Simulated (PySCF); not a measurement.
# C4H4F2: electronic excitations at several levels of theory

How much do the electronic excitations of C4H4F2 (`FCC1=C(F)C1`) depend on the level of theory, and what does each level cost?

Computed with PySCF 2.14.0, with density-fitted response routines of our own, on a single molecule in the gas phase. Atoms count from 0, in the outputs and in this text.

### Step 1. Starting geometry

10 atoms, charge 0, multiplicity 1; geometry from: PBE0-D3(BJ)/def2-SVP.

Bonds of the start (Å): F0–C1 1.37, C1–C2 1.47, C2–C3 1.29, C3–F4 1.30, C3–C5 1.47, C5–C2 1.54, C1–H6 1.11, C1–H7 1.11, C5–H8 1.10, C5–H9 1.10.

### Step 2. Ultraviolet spectrum: LDA/def2-SVPD

Job settings and geometry (Å):

```
{"job": {"kind": "uv", "xc": "LDA", "basis": "def2-SVPD", "ip": true}, "charge": 0, "multiplicity": 1}
F     -2.137170     1.194160     0.075833
C     -1.485976    -0.005274     0.019592
C     -0.026047     0.166949     0.000200
C      1.090969     0.811696    -0.011667
F      1.718039     1.955762    -0.005249
C      1.286164    -0.642182    -0.028626
H     -1.776055    -0.618147     0.893141
H     -1.807853    -0.550723    -0.887137
H      1.608078    -1.176167     0.882176
H      1.579453    -1.157458    -0.959594
```

Level: TDDFT LDA/def2-SVPD, vertical, gas phase, core orbitals frozen in the response.

Command:

```console
$ OMP_NUM_THREADS=1 python probes_run.py task.json out
```

One launch serves the whole session: the jobs run in the order shown.

The log of the run:

```text
coarse grid: 9000 points
cycle   1  E = -351.3800705416  dE =  7.924e-01  |g| = 5.169e-01  |ddm| = 5.278e+00
cycle   2  E = -351.2920131717  dE =  8.806e-02  |g| = 8.570e-01  |ddm| = 1.673e+00
cycle   3  E = -351.4297629283  dE = -1.377e-01  |g| = 1.609e-01  |ddm| = 1.072e+00
cycle   4  E = -351.4341358334  dE = -4.373e-03  |g| = 8.839e-02  |ddm| = 3.466e-01
cycle   5  E = -351.4358320391  dE = -1.696e-03  |g| = 2.823e-02  |ddm| = 1.287e-01
cycle   6  E = -351.4359995078  dE = -1.675e-04  |g| = 5.372e-03  |ddm| = 3.607e-02
cycle   7  E = -351.4360049377  dE = -5.430e-06  |g| = 2.100e-03  |ddm| = 9.467e-03
final grid: 89528 points
cycle   8  E = -351.4816478093  dE = -3.721e-05  |g| = 5.875e-03  |ddm| = 1.030e-01
cycle   9  E = -351.4816277498  dE =  2.006e-05  |g| = 1.167e-02  |ddm| = 1.867e-02
cycle  10  E = -351.4816542070  dE = -2.646e-05  |g| = 1.314e-03  |ddm| = 1.264e-02
cycle  11  E = -351.4816545314  dE = -3.244e-07  |g| = 5.905e-04  |ddm| = 2.268e-03
cycle  12  E = -351.4816546115  dE = -8.003e-08  |g| = 1.455e-04  |ddm| = 9.520e-04
cycle  13  E = -351.4816546156  dE = -4.154e-09  |g| = 4.425e-05  |ddm| = 2.157e-04
cycle  14  E = -351.4816546161  dE = -4.297e-10  |g| = 9.106e-06  |ddm| = 7.576e-05
converged SCF energy = -351.4816546161

Static polarisability (au): isotropic 50.666, principal 39.290 51.182 61.526

Singlet excitations
state   eV       nm        f      main configurations
  1   5.9031    210.0   0.00082   H->L+1 0.98
  2   6.1831    200.5   0.00193   H->L+2 0.97
  3   6.4625    191.9   0.11827   H->L 0.89
  4   6.9259    179.0   0.02537   H->L+3 0.98
  5   7.2233    171.6   0.00122   H-1->L 0.97
  6   7.4891    165.6   0.01740   H->L+4 0.96
  7   7.7232    160.5   0.06231   H-1->L+1 0.96
  8   7.8648    157.6   0.00845   H->L+5 0.57, H->L+6 0.35
  9   7.8963    157.0   0.00645   H->L+6 0.55, H->L+5 0.37
 10   7.9963    155.1   0.03826   H-1->L+2 0.57, H-2->L 0.35

Triplet excitations (Tamm-Dancoff, eV): 4.6633 5.7543 6.0570 6.8070
Vertical ionisation energy (delta-SCF) = 9.4914 eV
```

Run time: 24 s. Hardware: 1 thread of Arm Neoverse V1, shared host; peak memory 0.43 GiB.

The orbitals next to the gap, with their largest atomic shares:

```
orbital     eV                      atoms
 HOMO−3  -8.84  C2 31 %, C5 20 %, F4 17 %
 HOMO−2  -8.70   F0 57 %, C1 18 %, H6 8 %
 HOMO−1  -7.91  C5 30 %, C3 16 %, F4 14 %
   HOMO  -6.18  C2 28 %, C3 23 %, C5 15 %
   LUMO  -0.89  C3 33 %, C2 31 %, F4 11 %
 LUMO+1  -0.31  C3 23 %, C5 16 %, C2 15 %
 LUMO+2  -0.04  C1 27 %, F0 19 %, C2 10 %
```

With each of the 10 states as a Gaussian band of 0.4 eV half-width at 1/e, the curve within the window shown has maxima at 191 nm (ε 5,100), 159 nm (ε 4,600) L/(mol cm). Beyond the last state computed it falls off for lack of states. The curve at chosen wavelengths:

nm, ε (L/mol/cm) and a bar:
```
      149       1422 ########
      152       2717 ################
      156       4270 #########################
      159       4627 ###########################
      162       4170 #########################
      166       2936 #################
      169       2148 #############
      173       1755 ##########
      176       1976 ############
      179       2559 ###############
      183       3686 ######################
      186       4521 ###########################
      189       5048 ##############################
      193       4963 #############################
      196       4331 ##########################
      199       3420 ####################
      203       2166 #############
      206       1400 ########
      209        845 #####
      213        396 ##
      216        214 #
      220         91 #
      223         47 
      226         25 
      230         11 
      233          6
```

Ground-state properties from the same run:

```
           property  computed
  dipole moment (D)      2.33
polarisability (Å³)      7.51
 HOMO–LUMO gap (eV)      5.29
      −ε(HOMO) (eV)      6.18
```

### Step 3. Ultraviolet spectrum: PBE/def2-SVPD

Settings changed since step 2:

```diff
@@ -1,2 +1,2 @@
-{"job": {"kind": "uv", "xc": "LDA", "basis": "def2-SVPD", "ip": true}, "charge": 0, "multiplicity": 1}
+{"job": {"kind": "uv", "xc": "PBE", "basis": "def2-SVPD", "ip": true}, "charge": 0, "multiplicity": 1}
 F     -2.137170     1.194160     0.075833
```

Level: TDDFT PBE/def2-SVPD, vertical, gas phase, core orbitals frozen in the response.

The log of the run:

```text
coarse grid: 9000 points
cycle   1  E = -353.6518071272  dE =  8.115e-01  |g| = 5.379e-01  |ddm| = 4.926e+00
cycle   2  E = -353.5598126581  dE =  9.199e-02  |g| = 8.908e-01  |ddm| = 1.857e+00
cycle   3  E = -353.7052130137  dE = -1.454e-01  |g| = 1.449e-01  |ddm| = 1.157e+00
cycle   4  E = -353.7086873722  dE = -3.474e-03  |g| = 7.737e-02  |ddm| = 3.182e-01
cycle   5  E = -353.7099691866  dE = -1.282e-03  |g| = 2.813e-02  |ddm| = 1.230e-01
cycle   6  E = -353.7101447179  dE = -1.755e-04  |g| = 5.091e-03  |ddm| = 3.947e-02
cycle   7  E = -353.7101496669  dE = -4.949e-06  |g| = 2.036e-03  |ddm| = 9.265e-03
final grid: 89528 points
cycle   8  E = -353.7769406566  dE = -1.804e-05  |g| = 1.291e-02  |ddm| = 1.079e-01
cycle   9  E = -353.7768395268  dE =  1.011e-04  |g| = 2.614e-02  |ddm| = 4.699e-02
cycle  10  E = -353.7769726102  dE = -1.331e-04  |g| = 3.974e-03  |ddm| = 2.877e-02
cycle  11  E = -353.7769762116  dE = -3.601e-06  |g| = 9.904e-04  |ddm| = 6.554e-03
cycle  12  E = -353.7769764400  dE = -2.284e-07  |g| = 2.202e-04  |ddm| = 1.508e-03
cycle  13  E = -353.7769764514  dE = -1.145e-08  |g| = 3.343e-05  |ddm| = 3.161e-04
cycle  14  E = -353.7769764516  dE = -1.453e-10  |g| = 2.038e-05  |ddm| = 6.966e-05
converged SCF energy = -353.7769764516

Static polarisability (au): isotropic 50.371, principal 38.939 51.060 61.115

Singlet excitations
state   eV       nm        f      main configurations
  1   5.8570    211.7   0.00109   H->L+1 0.99
  2   6.1987    200.0   0.00152   H->L+2 0.98
  3   6.5457    189.4   0.11954   H->L 0.89
  4   6.8151    181.9   0.02371   H->L+3 0.99
  5   7.2628    170.7   0.00052   H-1->L 0.96
  6   7.4509    166.4   0.01457   H->L+4 0.96
  7   7.6185    162.7   0.06242   H-1->L+1 0.96
  8   7.8163    158.6   0.01301   H->L+6 0.52, H->L+5 0.45
  9   7.8491    158.0   0.00460   H->L+5 0.51, H->L+6 0.45
 10   7.9533    155.9   0.01989   H-1->L+2 0.96

Triplet excitations (Tamm-Dancoff, eV): 4.5219 5.6787 6.0373 6.6628
Vertical ionisation energy (delta-SCF) = 9.3185 eV
```

Wall time 36 s (1 thread of Arm Neoverse V1, shared host); peak memory 0.6 GiB.

In short: HOMO -6.05 eV, LUMO -0.64 eV; lowest singlet 5.86 eV.

### Step 4. Excited states and response: B3LYP/def2-SVPD

Settings changed since step 3:

```diff
@@ -1,2 +1,2 @@
-{"job": {"kind": "uv", "xc": "PBE", "basis": "def2-SVPD", "ip": true}, "charge": 0, "multiplicity": 1}
+{"job": {"kind": "uv", "xc": "B3LYP", "basis": "def2-SVPD", "ip": true}, "charge": 0, "multiplicity": 1}
 F     -2.137170     1.194160     0.075833
```

With the program's defaults for keys left out, this is: TDDFT B3LYP/def2-SVPD, vertical, gas phase, core orbitals frozen in the response.

The log of the run:

```text
coarse grid: 9000 points
cycle   1  E = -354.0507696792  dE =  9.242e-01  |g| = 5.400e-01  |ddm| = 4.888e+00
cycle   2  E = -354.0064379882  dE =  4.433e-02  |g| = 7.620e-01  |ddm| = 1.405e+00
cycle   3  E = -354.1023128148  dE = -9.587e-02  |g| = 7.475e-02  |ddm| = 7.324e-01
cycle   4  E = -354.1031885113  dE = -8.757e-04  |g| = 2.880e-02  |ddm| = 1.413e-01
cycle   5  E = -354.1033773751  dE = -1.889e-04  |g| = 5.259e-03  |ddm| = 5.163e-02
cycle   6  E = -354.1033828148  dE = -5.440e-06  |g| = 2.358e-03  |ddm| = 1.214e-02
final grid: 89528 points
cycle   7  E = -354.1584162078  dE = -2.485e-05  |g| = 6.717e-03  |ddm| = 8.687e-02
cycle   8  E = -354.1584004907  dE =  1.572e-05  |g| = 1.121e-02  |ddm| = 1.977e-02
cycle   9  E = -354.1584246459  dE = -2.416e-05  |g| = 1.247e-03  |ddm| = 1.162e-02
cycle  10  E = -354.1584250045  dE = -3.587e-07  |g| = 2.523e-04  |ddm| = 2.063e-03
cycle  11  E = -354.1584250170  dE = -1.246e-08  |g| = 1.018e-04  |ddm| = 4.368e-04
cycle  12  E = -354.1584250193  dE = -2.300e-09  |g| = 1.918e-05  |ddm| = 1.481e-04
cycle  13  E = -354.1584250193  dE = -7.071e-11  |g| = 7.967e-06  |ddm| = 4.004e-05
converged SCF energy = -354.1584250193

Static polarisability (au): isotropic 48.777, principal 38.074 49.477 58.780

Singlet excitations
state   eV       nm        f      main configurations
  1   6.1919    200.2   0.00032   H->L 0.52, H->L+1 0.46
  2   6.6867    185.4   0.00959   H->L+2 0.89
  3   6.7831    182.8   0.12055   H->L+1 0.47, H->L 0.38, H->L+2 0.08
  4   7.2340    171.4   0.03095   H->L+3 0.98
  5   7.6576    161.9   0.00173   H-1->L 0.48, H-1->L+1 0.46
  6   7.9360    156.2   0.01473   H->L+4 0.97
  7   8.1837    151.5   0.00174   H->L+6 0.75, H->L+5 0.12
  8   8.1918    151.4   0.08639   H-1->L+1 0.48, H-1->L 0.47
  9   8.2983    149.4   0.02181   H->L+5 0.86, H->L+6 0.12
 10   8.3664    148.2   0.00085   H-2->L 0.48, H-2->L+1 0.47

Triplet excitations (Tamm-Dancoff, eV): 4.5556 5.9920 6.5367 7.0855
Vertical ionisation energy (delta-SCF) = 9.5598 eV
```

Wall time 30 s (1 thread of Arm Neoverse V1, shared host); peak memory 0.74 GiB.

In short: HOMO -7.07 eV, LUMO 0.14 eV; lowest singlet 6.19 eV.

### Step 5. Ultraviolet spectrum: PBE0/def2-SVPD

Settings changed since step 4:

```diff
@@ -1,2 +1,2 @@
-{"job": {"kind": "uv", "xc": "B3LYP", "basis": "def2-SVPD", "ip": true}, "charge": 0, "multiplicity": 1}
+{"job": {"kind": "uv", "xc": "PBE0", "basis": "def2-SVPD", "ip": true}, "charge": 0, "multiplicity": 1}
 F     -2.137170     1.194160     0.075833
```

With the program's defaults for keys left out, this is: TDDFT PBE0/def2-SVPD, vertical, gas phase, core orbitals frozen in the response.

The log of the run:

```text
coarse grid: 9000 points
cycle   1  E = -353.6894887310  dE =  9.528e-01  |g| = 5.094e-01  |ddm| = 4.653e+00
cycle   2  E = -353.6627410557  dE =  2.675e-02  |g| = 6.642e-01  |ddm| = 1.295e+00
cycle   3  E = -353.7359269084  dE = -7.319e-02  |g| = 6.359e-02  |ddm| = 6.677e-01
cycle   4  E = -353.7365475243  dE = -6.206e-04  |g| = 2.346e-02  |ddm| = 1.231e-01
cycle   5  E = -353.7366715959  dE = -1.241e-04  |g| = 4.901e-03  |ddm| = 4.776e-02
cycle   6  E = -353.7366766237  dE = -5.028e-06  |g| = 1.930e-03  |ddm| = 1.158e-02
final grid: 89528 points
cycle   7  E = -353.7859442484  dE = -1.859e-05  |g| = 7.598e-03  |ddm| = 7.515e-02
cycle   8  E = -353.7859286870  dE =  1.556e-05  |g| = 1.173e-02  |ddm| = 2.639e-02
cycle   9  E = -353.7859562560  dE = -2.757e-05  |g| = 1.507e-03  |ddm| = 1.375e-02
cycle  10  E = -353.7859567701  dE = -5.140e-07  |g| = 2.860e-04  |ddm| = 2.747e-03
cycle  11  E = -353.7859567867  dE = -1.669e-08  |g| = 1.044e-04  |ddm| = 5.146e-04
cycle  12  E = -353.7859567892  dE = -2.407e-09  |g| = 1.285e-05  |ddm| = 1.480e-04
cycle  13  E = -353.7859567892  dE = -2.433e-11  |g| = 7.458e-06  |ddm| = 3.004e-05
converged SCF energy = -353.7859567892

Static polarisability (au): isotropic 48.169, principal 37.610 48.813 58.084

Singlet excitations
state   eV       nm        f      main configurations
  1   6.4151    193.3   0.00025   H->L+1 0.88, H->L 0.09
  2   6.8696    180.5   0.11084   H->L 0.73, H->L+2 0.15
  3   6.9330    178.8   0.02514   H->L+2 0.81, H->L 0.11
  4   7.5023    165.3   0.03328   H->L+3 0.96
  5   7.7828    159.3   0.00294   H-1->L 0.88
  6   8.1885    151.4   0.01533   H->L+4 0.96
  7   8.3846    147.9   0.00073   H->L+5 0.46, H-2->L 0.18, H->L+6 0.18
  8   8.4728    146.3   0.09009   H-1->L+1 0.87
  9   8.4971    145.9   0.00112   H-2->L 0.71, H->L+5 0.15
 10   8.6130    144.0   0.02732   H->L+6 0.71, H->L+5 0.27

Triplet excitations (Tamm-Dancoff, eV): 4.5045 6.1729 6.7258 7.2579
Vertical ionisation energy (delta-SCF) = 9.5257 eV
```

It took 30 s on 1 thread of Arm Neoverse V1, shared host; peak memory 0.74 GiB.

Key values: HOMO -7.26 eV, LUMO 0.43 eV; lowest singlet 6.42 eV.

### Step 6. Ultraviolet spectrum: BHandHLYP/def2-SVPD

Settings changed since step 5:

```diff
@@ -1,2 +1,2 @@
-{"job": {"kind": "uv", "xc": "PBE0", "basis": "def2-SVPD", "ip": true}, "charge": 0, "multiplicity": 1}
+{"job": {"kind": "uv", "xc": "BHandHLYP", "basis": "def2-SVPD", "ip": true}, "charge": 0, "multiplicity": 1}
 F     -2.137170     1.194160     0.075833
```

Level: TDDFT BHandHLYP/def2-SVPD, vertical, gas phase, core orbitals frozen in the response.

The log of the run:

```text
coarse grid: 9000 points
cycle   1  E = -353.8794733564  dE =  1.113e+00  |g| = 5.575e-01  |ddm| = 4.460e+00
cycle   2  E = -353.8908483286  dE = -1.137e-02  |g| = 5.559e-01  |ddm| = 1.201e+00
cycle   3  E = -353.9407147274  dE = -4.987e-02  |g| = 6.001e-02  |ddm| = 5.373e-01
cycle   4  E = -353.9412593930  dE = -5.447e-04  |g| = 2.441e-02  |ddm| = 8.982e-02
cycle   5  E = -353.9413799275  dE = -1.205e-04  |g| = 8.942e-03  |ddm| = 4.806e-02
cycle   6  E = -353.9413977683  dE = -1.784e-05  |g| = 2.323e-03  |ddm| = 1.683e-02
cycle   7  E = -353.9413991369  dE = -1.369e-06  |g| = 4.624e-04  |ddm| = 4.387e-03
final grid: 89528 points
cycle   8  E = -353.9780258370  dE = -1.382e-05  |g| = 2.727e-03  |ddm| = 5.500e-02
cycle   9  E = -353.9780258291  dE =  7.859e-09  |g| = 2.888e-03  |ddm| = 8.365e-03
cycle  10  E = -353.9780272994  dE = -1.470e-06  |g| = 2.748e-04  |ddm| = 2.753e-03
cycle  11  E = -353.9780273116  dE = -1.217e-08  |g| = 1.234e-04  |ddm| = 5.684e-04
cycle  12  E = -353.9780273150  dE = -3.416e-09  |g| = 4.739e-05  |ddm| = 2.748e-04
cycle  13  E = -353.9780273155  dE = -5.400e-10  |g| = 6.047e-06  |ddm| = 7.293e-05
converged SCF energy = -353.9780273155

Static polarisability (au): isotropic 46.823, principal 36.871 47.453 56.145

Singlet excitations
state   eV       nm        f      main configurations
  1   6.6487    186.5   0.00023   H->L 0.91
  2   7.0506    175.8   0.14199   H->L+2 0.65, H->L+1 0.27
  3   7.3607    168.4   0.00411   H->L+1 0.61, H->L+2 0.24
  4   7.8480    158.0   0.03840   H->L+3 0.91
  5   8.1550    152.0   0.00369   H-1->L+2 0.69, H-1->L+1 0.21
  6   8.5700    144.7   0.01602   H->L+4 0.60, H->L+7 0.15
  7   8.6809    142.8   0.00058   H-2->L+2 0.51, H->L+4 0.18, H-2->L+1 0.15
  8   8.8255    140.5   0.00123   H->L+6 0.33, H->L+5 0.17, H-2->L+2 0.13
  9   8.9199    139.0   0.11206   H-1->L 0.86
 10   9.0122    137.6   0.03812   H->L+5 0.60, H->L+6 0.30

Triplet excitations (Tamm-Dancoff, eV): 4.4993 6.3888 7.1671 7.6340
Vertical ionisation energy (delta-SCF) = 9.5547 eV
```

Run time: 30 s. Hardware: 1 thread of Arm Neoverse V1, shared host; peak memory 0.74 GiB.

In short: HOMO -8.37 eV, LUMO 0.91 eV; lowest singlet 6.65 eV.

### Step 7. Ultraviolet spectrum: CAM-B3LYP/def2-SVPD

Settings changed since step 6:

```diff
@@ -1,2 +1,2 @@
-{"job": {"kind": "uv", "xc": "BHandHLYP", "basis": "def2-SVPD", "ip": true}, "charge": 0, "multiplicity": 1}
+{"job": {"kind": "uv", "xc": "CAM-B3LYP", "basis": "def2-SVPD", "ip": true}, "charge": 0, "multiplicity": 1}
 F     -2.137170     1.194160     0.075833
```

Method: TDDFT CAM-B3LYP/def2-SVPD, vertical, gas phase, core orbitals frozen in the response.

The log of the run:

```text
coarse grid: 9000 points
cycle   1  E = -353.9053096182  dE =  1.084e+00  |g| = 5.672e-01  |ddm| = 4.698e+00
cycle   2  E = -353.8990072197  dE =  6.302e-03  |g| = 6.548e-01  |ddm| = 1.249e+00
cycle   3  E = -353.9661409103  dE = -6.713e-02  |g| = 6.342e-02  |ddm| = 5.772e-01
cycle   4  E = -353.9666962523  dE = -5.553e-04  |g| = 2.716e-02  |ddm| = 9.136e-02
cycle   5  E = -353.9668433819  dE = -1.471e-04  |g| = 1.011e-02  |ddm| = 4.992e-02
cycle   6  E = -353.9668654468  dE = -2.206e-05  |g| = 3.061e-03  |ddm| = 1.741e-02
cycle   7  E = -353.9668677116  dE = -2.265e-06  |g| = 4.511e-04  |ddm| = 5.126e-03
final grid: 89528 points
cycle   8  E = -354.0231312167  dE = -2.425e-05  |g| = 3.798e-03  |ddm| = 5.685e-02
cycle   9  E = -354.0231303028  dE =  9.139e-07  |g| = 4.634e-03  |ddm| = 9.817e-03
cycle  10  E = -354.0231338820  dE = -3.579e-06  |g| = 4.037e-04  |ddm| = 3.832e-03
cycle  11  E = -354.0231339096  dE = -2.757e-08  |g| = 1.632e-04  |ddm| = 8.084e-04
cycle  12  E = -354.0231339152  dE = -5.618e-09  |g| = 6.913e-05  |ddm| = 3.586e-04
cycle  13  E = -354.0231339163  dE = -1.114e-09  |g| = 7.721e-06  |ddm| = 9.656e-05
cycle  14  E = -354.0231339164  dE = -3.035e-11  |g| = 3.225e-06  |ddm| = 2.115e-05
converged SCF energy = -354.0231339164

Static polarisability (au): isotropic 47.974, principal 37.685 48.700 57.538

Singlet excitations
state   eV       nm        f      main configurations
  1   6.4530    192.1   0.00011   H->L 0.91
  2   6.9043    179.6   0.13169   H->L+1 0.91
  3   7.1457    173.5   0.00407   H->L+2 0.83
  4   7.6635    161.8   0.03411   H->L+3 0.90
  5   7.8559    157.8   0.00443   H-1->L+1 0.89
  6   8.3705    148.1   0.01515   H->L+4 0.76, H->L+7 0.13
  7   8.4463    146.8   0.00043   H-2->L+1 0.85
  8   8.5679    144.7   0.09037   H-1->L 0.87
  9   8.6175    143.9   0.00112   H->L+5 0.29, H->L+6 0.18, H->L+9 0.13
 10   8.8276    140.5   0.04105   H->L+6 0.54, H->L+5 0.36

Triplet excitations (Tamm-Dancoff, eV): 4.5308 6.2121 6.9592 7.3687
Vertical ionisation energy (delta-SCF) = 9.6449 eV
```

Wall time 37 s (1 thread of Arm Neoverse V1, shared host); peak memory 0.79 GiB.

In short: HOMO -8.62 eV, LUMO 1.07 eV; lowest singlet 6.45 eV.

### Step 8. TDDFT and polarisability: wB97X-D/def2-SVPD

Settings changed since step 7:

```diff
@@ -1,2 +1,2 @@
-{"job": {"kind": "uv", "xc": "CAM-B3LYP", "basis": "def2-SVPD", "ip": true}, "charge": 0, "multiplicity": 1}
+{"job": {"kind": "uv", "xc": "wB97X-D", "basis": "def2-SVPD", "ip": true}, "charge": 0, "multiplicity": 1}
 F     -2.137170     1.194160     0.075833
```

Level: TDDFT wB97X-D/def2-SVPD, vertical, gas phase, core orbitals frozen in the response.

The log of the run:

```text
coarse grid: 9000 points
cycle   1  E = -353.9301663353  dE =  1.113e+00  |g| = 5.786e-01  |ddm| = 4.555e+00
cycle   2  E = -353.9380880098  dE = -7.922e-03  |g| = 6.057e-01  |ddm| = 1.215e+00
cycle   3  E = -353.9952626927  dE = -5.717e-02  |g| = 6.277e-02  |ddm| = 5.488e-01
cycle   4  E = -353.9958654509  dE = -6.028e-04  |g| = 2.433e-02  |ddm| = 1.009e-01
cycle   5  E = -353.9959912758  dE = -1.258e-04  |g| = 9.710e-03  |ddm| = 5.607e-02
cycle   6  E = -353.9960128250  dE = -2.155e-05  |g| = 2.304e-03  |ddm| = 1.822e-02
cycle   7  E = -353.9960142423  dE = -1.417e-06  |g| = 5.049e-04  |ddm| = 5.416e-03
final grid: 89528 points
cycle   8  E = -354.0454817371  dE = -1.148e-04  |g| = 7.666e-03  |ddm| = 2.094e-01
cycle   9  E = -354.0454801949  dE =  1.542e-06  |g| = 9.035e-03  |ddm| = 2.921e-02
cycle  10  E = -354.0454931031  dE = -1.291e-05  |g| = 5.357e-04  |ddm| = 7.207e-03
cycle  11  E = -354.0454931588  dE = -5.578e-08  |g| = 4.550e-04  |ddm| = 2.865e-03
cycle  12  E = -354.0454932090  dE = -5.016e-08  |g| = 7.432e-05  |ddm| = 9.319e-04
cycle  13  E = -354.0454932104  dE = -1.446e-09  |g| = 2.148e-05  |ddm| = 1.941e-04
cycle  14  E = -354.0454932106  dE = -1.834e-10  |g| = 8.531e-06  |ddm| = 6.580e-05
converged SCF energy = -354.0454932106

Static polarisability (au): isotropic 47.956, principal 37.719 48.636 57.515

Singlet excitations
state   eV       nm        f      main configurations
  1   6.7042    184.9   0.00065   H->L 0.89
  2   6.9371    178.7   0.13419   H->L+1 0.93
  3   7.3614    168.4   0.00380   H->L+2 0.81
  4   7.8600    157.7   0.00024   H-1->L+1 0.91
  5   8.0075    154.8   0.04492   H->L+3 0.87
  6   8.4871    146.1   0.00271   H-2->L+1 0.92
  7   8.5988    144.2   0.00955   H->L+4 0.69, H->L+7 0.18
  8   8.8185    140.6   0.10253   H-1->L 0.84
  9   8.8483    140.1   0.00332   H->L+5 0.39, H->L+4 0.16, H->L+7 0.16
 10   9.1797    135.1   0.05495   H->L+6 0.85, H->L+8 0.08

Triplet excitations (Tamm-Dancoff, eV): 4.6332 6.5438 7.2108 7.4128
Vertical ionisation energy (delta-SCF) = 9.5660 eV
```

Wall time 34 s (1 thread of Arm Neoverse V1, shared host); peak memory 0.75 GiB.

In short: HOMO -9.10 eV, LUMO 2.10 eV; lowest singlet 6.70 eV.

[end of part 1 of 2]
